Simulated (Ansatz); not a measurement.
# CH3OS+: single points off equilibrium

The atoms stand at a structure displaced at random from a GFN2-xTB minimum. How far do the functionals agree with CCSD(T) there?

The runs use Ansatz 0.2.0, Gaussian basis; single points in def2-TZVPP.

Correlated methods freeze the cores.

## (1) Where the work starts

SMILES `O[CH+]S`, 6 atoms, charge 1, spin multiplicity 1.

Atoms are counted from 1 here; the program's logs count them from 0.

Bond lengths: O1–C2 1.213 Å, O1–H4 1.157 Å, C2–S3 1.713 Å, C2–H5 1.066 Å, S3–H6 1.330 Å. Angles: C2–O1–H4 125.0°, O1–C2–S3 123.7°, O1–C2–H5 121.6°, S3–C2–H5 113.1°, C2–S3–H6 99.0°.

As a file:

```xyz
6
CH3OS
O    -0.64370   -0.76110   -0.50450
C     0.28140    0.01270   -0.63050
S     0.94970    0.91280    0.66420
H    -1.36900   -0.78830    0.39690
H     0.89750    0.01010   -1.50090
H     0.03100    0.65830    1.59160
```

## (2) CCSD(T)/def2-TZVPP

File run/in.yaml:

```yaml
crystal:
  periodic: [false, false, false]
  atoms:
    - {symbol: O, position_ang: [-0.643700, -0.761100, -0.504500]}
    - {symbol: C, position_ang: [0.281400, 0.012700, -0.630500]}
    - {symbol: S, position_ang: [0.949700, 0.912800, 0.664200]}
    - {symbol: H, position_ang: [-1.369000, -0.788300, 0.396900]}
    - {symbol: H, position_ang: [0.897500, 0.010100, -1.500900]}
    - {symbol: H, position_ang: [0.031000, 0.658300, 1.591600]}
basis:
  gaussian: {orbitals: def2-TZVPP}
total_charge: 1
correlation: {method: ccsd_t}
output: {forces: true}
```

No record of the launch command was kept for these runs.

## (3) PBE0-D4/def2-TZVPP

run/in.yaml: that of step 2 with these lines changed.

```diff
@@ -12,3 +12,3 @@
 total_charge: 1
-correlation: {method: ccsd_t}
-output: {forces: true}
+hamiltonian: {xc: pbe0, dispersion: d4}
+output: {forces: true, orbitals: {seedname: orbitals}}
```

## (4) wB97M-V/def2-TZVPP

run/in.yaml: that of step 3 with these lines changed.

```diff
@@ -12,3 +12,3 @@
 total_charge: 1
-hamiltonian: {xc: pbe0, dispersion: d4}
-output: {forces: true, orbitals: {seedname: orbitals}}
+hamiltonian: {xc: {name: wB97M-V}}
+output: {forces: true}
```

## (5) r2SCAN-D4/def2-TZVPP

run/in.yaml: that of step 4 with these lines changed.

```diff
@@ -12,3 +12,3 @@
 total_charge: 1
-hamiltonian: {xc: {name: wB97M-V}}
+hamiltonian: {xc: r2scan, dispersion: d4}
 output: {forces: true}
```

## (6) PBE-D4/def2-TZVPP

run/in.yaml: that of step 5 with these lines changed.

```diff
@@ -12,3 +12,3 @@
 total_charge: 1
-hamiltonian: {xc: r2scan, dispersion: d4}
+hamiltonian: {xc: pbe, dispersion: d4}
 output: {forces: true}
```

## (7) r2SCAN0-D4/def2-TZVPP

run/in.yaml: that of step 6 with these lines changed.

```diff
@@ -12,3 +12,3 @@
 total_charge: 1
-hamiltonian: {xc: pbe, dispersion: d4}
+hamiltonian: {xc: {name: r2SCAN0}, dispersion: d4}
 output: {forces: true}
```

## (8) BHLYP-D4/def2-TZVPP

run/in.yaml: that of step 7 with these lines changed.

```diff
@@ -12,3 +12,3 @@
 total_charge: 1
-hamiltonian: {xc: {name: r2SCAN0}, dispersion: d4}
+hamiltonian: {xc: {name: BHLYP}, dispersion: d4}
 output: {forces: true}
```

(Steps that only read results are left out.)

Before running it: what results should come out? Wanted: energy less free atoms, CCSD(T)/def2-TZVPP; RMS force component; RMS force error; HOMO and LUMO, PBE0-D4; T1 diagnostic.

As calculated:

| quantity | value |
| --- | --- |
| energy less free atoms, CCSD(T)/def2-TZVPP | -12.339 eV |
| RMS force component | 2.311 to 2.494 eV/Å over the methods |
| RMS force error | PBE0-D4 0.258, wB97M-V 0.188, r2SCAN-D4 0.154, PBE-D4 0.216, r2SCAN0-D4 0.337, BHLYP-D4 0.435 eV/Å |
| HOMO and LUMO, PBE0-D4 | -14.73 and -8.32 eV |
| T1 diagnostic | 0.019 |

Against CCSD(T) the functionals' energies less atoms differ by -1.596 to +0.381 eV, PBE-D4 by -1.596 eV. The reference is not at the basis limit: in triple zeta CCSD(T) underbinds, which counts against methods that bind more; the gaps are no ranking. The forces of r2SCAN-D4 come nearest to CCSD(T), those of BHLYP-D4 are farthest. Frozen-core CCSD(T) forces in triple zeta carry basis errors of their own, and this is one geometry, so small gaps rank nothing.
